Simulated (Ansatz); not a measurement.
Frontier orbitals of ClF$_{3}$.

The species carries charge 0 and has multiplicity 1. Geometry: relaxed with PBE0-D4/def2-TZVP. Basis def2-TZVPP, the Gaussian-basis code of Ansatz.

Wavefunction ionisation energies are left out: the UHF cation lies over 0.3 eV above the hybrids' and is likely on a second state.

Orbital energies of one run (eV). Highest occupied ones, from the top: -7.76, -9.32, -9.62, -10.17, -10.49, -10.64, -11.92, -13.47, -14.97, -15.19, -21.97, -29.70, -29.72, -32.87. Empty: -4.61, -2.05, 6.34, 6.53, 6.76, 7.88.

(1) Which functional gave them?
A. CAM-B3LYP
B. BLYP
C. ωB97M-V
D. BHLYP

## Answers

(1) B. HOMO energies: BLYP -7.76, CAM-B3LYP -11.31, ωB97M-V -12.19, BHLYP -11.63 eV.
